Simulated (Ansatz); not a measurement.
The parent structure is Ta in the bcc (W type) structure (space group Im-3m, No. 229; a = 3.2819 Å).

All numbers come from DFT with PBEsol, PAW potentials and a 420 eV plane-wave cutoff in Ansatz (a first-principles code), without spin-orbit coupling.

Modification: Nb takes the place of Ta on all its sites, then cell and atoms are relaxed.

Measured lattice parameter a: Ta 3.299 Å (static lattice; corrected from measurement; as listed in Daniel Mejia-Rodriguez, S. B. Trickey, Phys. Rev. B (2018)); Nb 3.294 Å (static lattice; corrected from measurement; as listed in Daniel Mejia-Rodriguez, S. B. Trickey, Phys. Rev. B (2018)).

Task: How well does PBEsol reproduce the measured shift?

Result: With PBEsol the lattice parameter a moves by -0.011 Å (3.282 → 3.271) against -0.005 Å measured.

No phonon test of stability was made. The final runs are not spin-polarised.
